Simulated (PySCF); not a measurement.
Homolysis of 1,3-dioxolane, bond by bond

Parent: 1,3-dioxolane, `C1COCO1` (C3H6O2). Atom numbers as in the mapped SMILES `[CH2:1]1[CH2:2][O:3][CH2:4][O:5]1`. These are map numbers, not IUPAC locants.

These are calculated values, PBE0-D3(BJ)/def2-TZVP in PySCF (grid level 2) at geometries from PBE0-D3(BJ)/def2-SVP. Thermal corrections: GFN2-xTB frequencies, unscaled, ideal gas at 298.15 K and 1 bar, quasi-RRHO entropy. These were taken at the GFN2-xTB minima.

```
bond  r / Å         radicals  BDE(298 K) / kJ/mol  BDFE / kJ/mol  D₀ / kJ/mol  Dₑ / kJ/mol
C4–H  1.101  [CH]1OCCO1 + H•                  372            336          366          400
C1–H  1.104  [CH]1COCO1 + H•                  378            342          372          409
```

Homolysis to relaxed radicals in the gas phase; the table need not hold every single bond outside rings.

Lowest value: C4–H (372 kJ/mol); highest value: C1–H (378 kJ/mol).

Note: the order of C4–H and C1–H is undecided: the gaps lie inside the method's error (some 10 kJ/mol, one structure a species).

Hardware: 1 thread of Arm Neoverse V1, shared with other jobs. Command: `OMP_NUM_THREADS=1 python redox_run.py task.json out`. Structures, frequencies and single points: 2.4 min.
